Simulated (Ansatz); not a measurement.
Correlation energies of C$_{2}$H$_{7}$B (`CBC`) by basis set

Cartesian coordinates in Å:
```
C 0.7151 -0.6280 -1.0015
B -0.4245 -0.3803 0.0310
C -0.4677 0.8516 0.9830
H 0.2970 -0.3339 -1.9778
H 0.9842 -1.6814 -1.1140
H 1.6157 -0.0287 -0.8499
H -1.3184 -1.1846 0.0977
H -1.4751 1.2361 1.1609
H 0.2002 1.6715 0.7087
H -0.1265 0.4776 1.9620
```

The species carries charge 0 and has multiplicity 1. The geometry is a stationary point of PBE0-D4/def2-TZVP. Frozen core, restricted reference, Ansatz. CBS rows extrapolate triple and quadruple zeta; past MP2 they add the triple-zeta difference.

```tsv
basis	HF (Eh)	MP2 corr.	CCSD corr.	(T)	CCSD(T) total
def2-SVP	-104.42110	-0.37819	-0.42573	?	?
def2-TZVPP	?	-0.46284	-0.50481	?	?
def2-QZVPP	-104.53976	-0.49164	–	–	–
CBS(def2)	-104.54049	-0.51297	?	as TZ	?
```

Fill in the withheld values. (Best estimate.)

Computed: def2-SVP (T): -0.01112; def2-SVP CCSD(T) total: -104.85795; def2-TZVPP HF (Eh): -104.53451; def2-TZVPP (T): -0.01764; def2-TZVPP CCSD(T) total: -105.05696; CBS(def2) CCSD corr.: -0.55495; CBS(def2) CCSD(T) total: -105.11308.
